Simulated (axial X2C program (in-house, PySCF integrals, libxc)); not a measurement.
# Correcting the dissociation energy of NaAl for spin–orbit coupling

A spin-free PBE0 curve (one-electron X2C) was computed with an in-house all-electron X2C program for linear molecules (integrals from PySCF), basis Al dyall-v3z [8s8p2d1f], Na dyall-cv3z [9s8p5d2f] (cores contracted in-house), for the state M_S = 0, Λ = 0 (closed shell). It gives D0 = 0.687 eV to Al + Na, which in a spin-free picture are the weighted means of the ground terms.

Measured levels of the ground terms (NIST Handbook of Basic Atomic Spectroscopic Data), in cm⁻¹: Al 2P: J = 1/2 at 0, J = 3/2 at 112.1; Na 2S: J = 1/2 at 0.

The molecular state has Λ = 0, so it has no first-order lowering.

Problem. How far does each ground level lie under the (2J+1)-weighted mean of its term?

Solution. Al: (2 × 0 + 4 × 112.1)/6 = 75 cm⁻¹; Na: a single level, 0.

Problem. Correct D0.

Solution. D0 = 0.687 + (0 − 75)/8065.5 = 0.678 eV at PBE0 with these spin–orbit terms.

Second-order spin–orbit effects in the molecule, which grow quickly with Z, are left out. One determinant describes the state; a PBE0 search over occupations chose it and may have missed a lower one. De is counted from the lowest determinant-based energies of the atoms at the same level, without counterpoise correction. PBE0 can misorder states that lie within some tenths of an eV, so this need not be the ground state of the molecule. The nearest other spin-free determinant of the search, M_S = 1, Λ = 1, lies 0.15 eV up at the distance of the search.
